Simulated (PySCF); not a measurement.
Start geometry of `[SiH4]` from GFN2-xTB (Å):
```
atom  x, y, z in Å
Si1    0.0017    0.0005   -0.0033
H2    -0.3321    1.2366   -0.7065
H3    -0.6879   -1.1206   -0.6366
H4     1.4444   -0.2201   -0.0627
H5    -0.4175    0.1065    1.3919
```

Q: What comes out of this run: PBE0-D3(BJ)/def2-SVP geometry optimisation, gas phase in PySCF?

A: 
```
atom  x, y, z in Å
Si1   -0.018    0.005   -0.012
H2    -0.357    1.268   -0.731
H3    -0.722   -1.141   -0.659
H4     1.457   -0.220   -0.071
H5    -0.448    0.112    1.414
```

The energy falls by 3.9 kJ/mol over 3 energy and gradient evaluations, the largest force component goes from 0.0123 to 1.4e-05 Eh/bohr, and the atoms move by 0.029 Å rms after alignment. Among the bonds, Si1–H2, Si1–H3, Si1–H4 and Si1–H5 change most and about equally (+0.032 Å). Bonds longer at the end by more than 0.005 Å: 4 of 4; shorter: 0. The orientation of the end geometry is arbitrary; only internal coordinates are fixed.

The run used 38 basis functions and 15 SCF cycles in all.

Stationary, but not proved a minimum.
